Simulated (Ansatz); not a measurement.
# H2SSi: the cost of one run

Computed with Ansatz 0.2.0 through its Python package. Level of theory: PBE0/def2-SVP.

### 1 Starting point

Bond lengths: Si1–S2 2.183 Å, Si1–H3 1.392 Å, S2–H4 1.279 Å. Angles: Si1–S2–H4 100.4°, S2–Si1–H3 109.2°.

No structure file is read: the coordinates are typed or built in the script.

### 2 Script

dimer_h2ssi.py reads:

```python
'''Interaction energy of two H2SSi molecules, with the counterpoise correction.'''

from dataclasses import dataclass

import ansatz as az


@dataclass(frozen=True)
class RunConfig:
    basis: str = 'def2-SVP'
    functional: str = 'pbe0'


cfg = RunConfig()

FIRST = [
    ('Si', (-0.1223, -0.9984, 0.243)),
    ('S', (0.1084, 1.1074, -0.2831)),
    ('H', (0.9582, -1.3952, 1.0264)),
    ('H', (-0.9444, 1.2862, -0.9862)),
]
SECOND = [
    ('Si', (-0.7228, 1.5639, -3.8472)),
    ('S', (-2.8748, 1.718, -3.5164)),
    ('H', (-0.1314, 2.7986, -3.593)),
    ('H', (-3.2371, 0.5239, -3.7952)),
]

def energy(atoms, ghosts=()):
    molecule = az.Crystal.molecule()
    for symbol, xyz in atoms:
        molecule = molecule.atom(symbol, xyz)
    calc = (
        molecule.calculation()
        .basis(gaussian=cfg.basis)
        .functional(cfg.functional)
    )
    deck = calc.input()
    if ghosts:
        deck = deck.set(az.key.basis.gaussian.ghost_atoms, [{'symbol': s, 'position_ang': list(xyz)} for s, xyz in ghosts])
    return az.Session.from_dict(deck).plan().execute().report['free_energy_ev']

# ghost atoms carry the functions of the partner
both = energy(FIRST + SECOND)
alone = energy(FIRST) + energy(SECOND)
ghosted = energy(FIRST, SECOND) + energy(SECOND, FIRST)
print(f'dimer {both:.6f} eV')
print(f'interaction, uncorrected   {(both - alone):8.3f} eV')
print(f'interaction, counterpoise  {(both - ghosted):8.3f} eV')
print(f'basis-set superposition    {(alone - ghosted):8.3f} eV')
```

### 3 What the engine is handed

The package turns the script's settings into the engine's input (first run):

```yaml
crystal:
  periodic: [false, false, false]
  atoms:
    - { symbol: Si, position_ang: [-0.1223, -0.9984, 0.243] }
    - { symbol: S, position_ang: [0.1084, 1.1074, -0.2831] }
    - { symbol: H, position_ang: [0.9582, -1.3952, 1.0264] }
    - { symbol: H, position_ang: [-0.9444, 1.2862, -0.9862] }
    - { symbol: Si, position_ang: [-0.7228, 1.5639, -3.8472] }
    - { symbol: S, position_ang: [-2.8748, 1.718, -3.5164] }
    - { symbol: H, position_ang: [-0.1314, 2.7986, -3.593] }
    - { symbol: H, position_ang: [-3.2371, 0.5239, -3.7952] }
basis:
  gaussian:
    orbitals: def2-SVP
hamiltonian:
  xc: pbe0
```

### 4 Launch

Command:

```sh
$ python dimer_h2ssi.py
```

Q: Estimate wall time and peak memory on 1 thread of Arm Neoverse V1, shared host.

About 8.2 s, with a peak of 0.23 GiB.
